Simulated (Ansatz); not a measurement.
`N#CCCC#N` + H₂O → `N#CCCO` + `C#N` at 700 K and 1 bar (formal hydrolysis of a C–C bond).

Isolated molecules relaxed with PBE0-D4/def2-TZVP in Ansatz; ΔE leaves out vibrations. CBS: MP2 limit from def2 TZ/QZ plus the TZ coupled-cluster correction, frozen cores. This one scheme is used for every species. One conformer a species, not always the lowest.

```csv
species,CCSD(T)/CBS energy (Eh),H − E (kJ/mol),S (J/(mol·K))
`N#CCCC#N`,-263.98533,262.5,423.4
H₂O,-76.37941,80.5,218.4
`N#CCCO`,-247.01648,274.5,409.8
`C#N`,-93.32098,68.7,235.2
```

H − E and S are ideal-gas, rigid-rotor, harmonic terms from PBE0-D4/def2-TZVP, for one conformer and one mirror image of each species. 1 Eh = 2625.50 kJ/mol, R = 8.31446 J/(mol·K).

**Question.** By hand: ΔE, ΔH, ΔS and ΔG.

**Answer.** ΔE = (-247.01648) + (-93.32098) − (-263.98533) − (-76.37941) = 0.02728 Eh = 71.6 kJ/mol. Δ(H − E) = 274.5 + 68.7 − 262.5 − 80.5 = 0.2, so ΔH = 71.8 kJ/mol. ΔS = 409.8 + 235.2 − 423.4 − 218.4 = 3.2 J/(mol·K). ΔG = 71.8 − 700 × (3.2)/1000 = 69.6 kJ/mol.

**Question.** By hand: the equilibrium constant, and the temperature at which ΔG would vanish if ΔH and ΔS stayed fixed.

**Answer.** log₁₀ K = −ΔG/(RT ln 10) = -5.2. ΔG = 0 at ΔH/ΔS = 22438 K, far beyond where these terms or the molecules hold.

The number of gas molecules stays the same, so ΔS is small and ΔH decides. A doubt of 5 kJ/mol in ΔE shifts log₁₀ K by 0.4 here. Other conformers and mirror images would add mixing entropy, several J/(mol·K) or more a flexible species. These are equilibria of isolated gas molecules and say nothing of rates. Largest T1 diagnostic: 0.014 (customary marks: 0.02 for closed shells, 0.045 for open ones).
